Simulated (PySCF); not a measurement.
Compound: C3H3FO.
Bonds: C1–C2 (double), C2–C3, C3–O4 (double), C3–F5. Hydrogens: H6, H7 on C1; H8 on C2.

Structure optimised with GFN2-xTB, isolated species.

Q: Give the optimised bond lengths and angles.

A: 
| bond | length (bohr) |
| --- | --- |
| C1=C2 | 2.510 |
| C2–C3 | 2.763 |
| C3=O4 | 2.236 |
| C3–F5 | 2.584 |
| C1–H6 | 2.038 |
| C1–H7 | 2.034 |
| C2–H8 | 2.041 |

A selection of angles:
| angle | degrees |
| --- | --- |
| C2–C1–H6 | 120.4 |
| C2–C1–H7 | 122.1 |
| H6–C1–H7 | 117.5 |
| C1–C2–C3 | 120.6 |
| C1–C2–H8 | 123.2 |
| C3–C2–H8 | 116.2 |
| C2–C3–O4 | 130.0 |
| C2–C3–F5 | 110.8 |
| O4–C3–F5 | 119.1 |

Torsions: C1–C2–C3–O4 0° (synperiplanar).

The C–C distances run from 1.328 Å (C1=C2, drawn double) to 1.462 Å (C2–C3, drawn single), a spread of 0.134 Å. The 5 heavy atoms lie in one plane (0.001 Å rms). Of the pairs four or more bonds apart, O4···H6 is among the closest relative to their van der Waals radii: 2.65 Å, 98 % of the sum of Bondi's values.

Point group: Cs (tolerance 0.08 Å). GFN2-xTB frequencies: not computed here. One conformer, not necessarily the lowest.
